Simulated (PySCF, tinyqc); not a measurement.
Inside a calculation. Method: RHF in the sto-6g basis, for LiH, spin multiplicity 1. The lowest restricted solution is unstable here: a spin-polarised one lies 0.0102 hartree lower (PySCF). One step of it, computed by the program tinyqc.

Question. Iteration 3: DIIS coefficients. Solve [B -1; -1 0][c; lambda] = [0; -1] for the coefficients, which sum to one.

B (overlaps of the stored error matrices):
```
,1,2
1,2.8239644e-03,1.6690043e-03
2,1.6690043e-03,1.0481323e-03
```

Give: DIIS coefficients.

Answer.

DIIS coefficients: -1.162  2.162
